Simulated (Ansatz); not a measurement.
Relaxation of BH7OSi (10 atoms, charge 0, multiplicity 1), to a largest force component of 0.03 eV/Å in at most 50 steps.

Computed with Ansatz, RKS PBE0-D4/6-31G*.

```xyz
10
Properties=species:S:1:pos:R:3:forces:R:3
B -0.028 -0.352 0.165 -0.02 -0.57 0.76
O -0.106 -0.973 1.394 0.08 -0.01 -0.93
H -1.022 -1.036 1.685 -0.10 -0.03 0.08
H 1.061 -0.258 -0.324 -0.01 0.00 0.03
H -1.023 -0.002 -0.418 0.00 0.01 0.01
Si 0.148 2.673 1.033 0.02 0.48 -0.09
H 0.869 3.424 2.096 0.01 0.00 0.01
H 0.856 2.842 -0.264 -0.02 -0.02 0.01
H -1.241 3.193 0.914 -0.01 0.00 0.00
H 0.098 1.245 1.392 0.04 0.13 0.11
```

**Question.** Where does it end, and by what steps?

**Answer.** It converged. The force dipped under the threshold on the way, but the program's further checks kept it going. After 26 steps the energy has fallen by 0.187 eV; H10 moved furthest, 0.75 Å.

```json
{"step": "0", "energy less start (eV)": "0.0000", "largest force component (eV/Å)": "0.934", "accepted": "yes"}
{"step": "1", "energy less start (eV)": "-0.0844", "largest force component (eV/Å)": "0.733", "accepted": "yes"}
{"step": "2", "energy less start (eV)": "-0.1304", "largest force component (eV/Å)": "0.713", "accepted": "yes"}
{"step": "3", "energy less start (eV)": "-0.1597", "largest force component (eV/Å)": "0.562", "accepted": "yes"}
{"step": "4", "energy less start (eV)": "-0.1497", "largest force component (eV/Å)": "0.743", "accepted": "no"}
{"step": "5", "energy less start (eV)": "-0.1763", "largest force component (eV/Å)": "0.176", "accepted": "yes"}
{"step": "6", "energy less start (eV)": "-0.1790", "largest force component (eV/Å)": "0.072", "accepted": "yes"}
{"step": "7", "energy less start (eV)": "-0.1785", "largest force component (eV/Å)": "0.122", "accepted": "no"}
{"step": "8", "energy less start (eV)": "-0.1799", "largest force component (eV/Å)": "0.019", "accepted": "yes"}
{"step": "9", "energy less start (eV)": "-0.1808", "largest force component (eV/Å)": "0.071", "accepted": "yes"}
{"step": "10", "energy less start (eV)": "-0.1813", "largest force component (eV/Å)": "0.114", "accepted": "yes"}
{"step": "11", "energy less start (eV)": "-0.1819", "largest force component (eV/Å)": "0.074", "accepted": "yes"}
{"step": "12", "energy less start (eV)": "-0.1826", "largest force component (eV/Å)": "0.061", "accepted": "yes"}
{"step": "13", "energy less start (eV)": "-0.1836", "largest force component (eV/Å)": "0.029", "accepted": "yes"}
{"step": "14", "energy less start (eV)": "-0.1840", "largest force component (eV/Å)": "0.063", "accepted": "yes"}
{"step": "15", "energy less start (eV)": "-0.1844", "largest force component (eV/Å)": "0.064", "accepted": "yes"}
{"step": "16", "energy less start (eV)": "-0.1847", "largest force component (eV/Å)": "0.043", "accepted": "yes"}
{"step": "17", "energy less start (eV)": "-0.1850", "largest force component (eV/Å)": "0.031", "accepted": "yes"}
{"step": "18", "energy less start (eV)": "-0.1850", "largest force component (eV/Å)": "0.064", "accepted": "no"}
{"step": "19", "energy less start (eV)": "-0.1852", "largest force component (eV/Å)": "0.037", "accepted": "yes"}
{"step": "20", "energy less start (eV)": "-0.1855", "largest force component (eV/Å)": "0.031", "accepted": "yes"}
{"step": "21", "energy less start (eV)": "-0.1856", "largest force component (eV/Å)": "0.039", "accepted": "yes"}
{"step": "22", "energy less start (eV)": "-0.1858", "largest force component (eV/Å)": "0.046", "accepted": "yes"}
{"step": "23", "energy less start (eV)": "-0.1859", "largest force component (eV/Å)": "0.038", "accepted": "yes"}
{"step": "24", "energy less start (eV)": "-0.1865", "largest force component (eV/Å)": "0.029", "accepted": "yes"}
{"step": "25", "energy less start (eV)": "-0.1866", "largest force component (eV/Å)": "0.037", "accepted": "yes"}
{"step": "26", "energy less start (eV)": "-0.1867", "largest force component (eV/Å)": "0.029", "accepted": "yes"}
```

```xyz
10
Properties=species:S:1:pos:R:3
B -0.053 -0.566 0.138
O -0.272 -1.460 1.124
H -1.184 -1.439 1.443
H 1.055 -0.525 -0.314
H -0.941 0.146 -0.261
Si 0.201 2.921 1.105
H 0.785 4.084 1.831
H 0.862 2.773 -0.219
H -1.260 3.136 0.917
H 0.418 1.685 1.909
```

Whether the end is a true minimum wasn't checked by a vibrational analysis.

The run took 61 s on 1 thread of Arm Neoverse V1, with other jobs on the host, peak memory 0.13 GiB.
